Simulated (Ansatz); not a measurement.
Process, species as SMILES: C=CCl + 3 [H][H] (H2) → 2 C (CH4) + Cl (HCl)
B3LYP-D3(BJ)/def2-TZVP geometries, fixed; electronic energies without zero-point terms.

Basis-set convergence of the energy of full hydrogenation at PBE with Ansatz (a quantum-chemistry and plane-wave program). Cartesian d functions, on some or all atoms, in 6-31G*, 6-31G**, 6-311G**; all else is spherical. The program fits the integrals of some runs and decomposes those of others, by size. No added dispersion term, no relativity. Functions are those of the species that has most. Reference: the value in aug-pcseg-3, -75.04 kcal/mol, itself unsure by roughly 0.05 kcal/mol (its mean distance from aug-cc-pV(Q+d)Z, def2-QZVPPD, pcseg-3). Deviations are taken from unrounded values.

```json
[
 {"basis": "STO-3G", "functions": "22", "energy of full hydrogenation (kcal/mol)": "-79.25", "minus reference (kcal/mol)": "-4.21"},
 {"basis": "6-31G*", "functions": "55", "energy of full hydrogenation (kcal/mol)": "-73.78", "minus reference (kcal/mol)": "1.26"},
 {"basis": "def2-SVP", "functions": "61", "energy of full hydrogenation (kcal/mol)": "-76.92", "minus reference (kcal/mol)": "-1.88"},
 {"basis": "pcseg-1", "functions": "61", "energy of full hydrogenation (kcal/mol)": "-76.82", "minus reference (kcal/mol)": "-1.78"},
 {"basis": "6-31G**", "functions": "64", "energy of full hydrogenation (kcal/mol)": "-75.81", "minus reference (kcal/mol)": "-0.77"},
 {"basis": "cc-pV(D+d)Z", "functions": "66", "energy of full hydrogenation (kcal/mol)": "-75.85", "minus reference (kcal/mol)": "-0.81"},
 {"basis": "6-311G**", "functions": "81", "energy of full hydrogenation (kcal/mol)": "-76.62", "minus reference (kcal/mol)": "-1.57"},
 {"basis": "def2-SVPD", "functions": "91", "energy of full hydrogenation (kcal/mol)": "-80.26", "minus reference (kcal/mol)": "-5.22"},
 {"basis": "aug-pcseg-1", "functions": "100", "energy of full hydrogenation (kcal/mol)": "-76.96", "minus reference (kcal/mol)": "-1.91"},
 {"basis": "def2-TZVP", "functions": "117", "energy of full hydrogenation (kcal/mol)": "-73.72", "minus reference (kcal/mol)": "1.32"},
 {"basis": "pcseg-2", "functions": "136", "energy of full hydrogenation (kcal/mol)": "-75.26", "minus reference (kcal/mol)": "-0.22"},
 {"basis": "def2-TZVPP", "functions": "146", "energy of full hydrogenation (kcal/mol)": "-74.91", "minus reference (kcal/mol)": "0.13"},
 {"basis": "jun-cc-pV(T+d)Z", "functions": "168", "energy of full hydrogenation (kcal/mol)": "-75.40", "minus reference (kcal/mol)": "-0.36"},
 {"basis": "def2-TZVPPD", "functions": "176", "energy of full hydrogenation (kcal/mol)": "-75.25", "minus reference (kcal/mol)": "-0.21"},
 {"basis": "6-311++G(3df,3pd)", "functions": "179", "energy of full hydrogenation (kcal/mol)": "-75.12", "minus reference (kcal/mol)": "-0.08"},
 {"basis": "cc-pV(Q+d)Z", "functions": "264", "energy of full hydrogenation (kcal/mol)": "-75.09", "minus reference (kcal/mol)": "-0.05"},
 {"basis": "def2-QZVPP", "functions": "274", "energy of full hydrogenation (kcal/mol)": "-75.03", "minus reference (kcal/mol)": "0.01"},
 {"basis": "pcseg-3", "functions": "283", "energy of full hydrogenation (kcal/mol)": "-75.03", "minus reference (kcal/mol)": "0.01"}
]
```
